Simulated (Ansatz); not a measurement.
Geometry optimisation, Ansatz, RKS B3LYP-D4/def2-SVP.

The input (input.yaml):

```yaml
crystal:
  periodic: [false, false, false]
  atoms:
    - { symbol: C, position_ang: [0.2516, 1.5237, 0.0158] }
    - { symbol: C, position_ang: [0.2217, 0.2493, 0.0264] }
    - { symbol: O, position_ang: [-0.81381, -0.61691, -0.11171] }
    - { symbol: C, position_ang: [0.31324, -1.10782, 0.06553] }
    - { symbol: "N", position_ang: [0.88194, -2.2655, 0.16357] }
    - { symbol: H, position_ang: [-0.7257, 2.123, -0.1435] }
    - { symbol: H, position_ang: [1.1433, 2.1411, 0.135] }
    - { symbol: H, position_ang: [1.85679, -2.171, 0.30184] }
basis:
  gaussian: { orbitals: def2-SVP }
hamiltonian:
  xc: b3lyp
  dispersion: d4
relax:
  f_tol: 0.015
  max_steps: 40
output:
  orbitals: {}
```

Launched with:

```bash
$ ansatz run input.yaml --threads 1 --pin off --max-ram 2048MiB --backend cpu --events-out ev --progress --plain --runs-dir out
```

Problem. Where does it end, and by what steps?

Solution. The run converged. After 8 steps the energy has fallen by 0.803 eV; O3 moved furthest, 0.15 Å.

| step | energy less start (eV) | largest force component (eV/Å) | accepted |
| --- | --- | --- | --- |
| 0 | 0.0000 | 7.630 | yes |
| 1 | -0.6258 | 3.352 | yes |
| 2 | -0.7592 | 0.844 | yes |
| 3 | -0.7956 | 0.326 | yes |
| 4 | -0.7152 | 1.884 | no |
| 5 | -0.8026 | 0.124 | yes |
| 6 | -0.8028 | 0.046 | yes |
| 7 | -0.8029 | 0.017 | yes |
| 8 | -0.8029 | 0.003 | yes |

```xyz
8
Properties=species:S:1:pos:R:3
C 0.217 1.574 0.006
C 0.093 0.259 0.009
O -0.935 -0.698 -0.127
C 0.367 -1.125 0.070
N 0.918 -2.237 0.168
H -0.656 2.215 -0.132
H 1.199 2.028 0.144
H 1.926 -2.140 0.314
```

The run took 24 s on 1 CPU thread of a shared host.
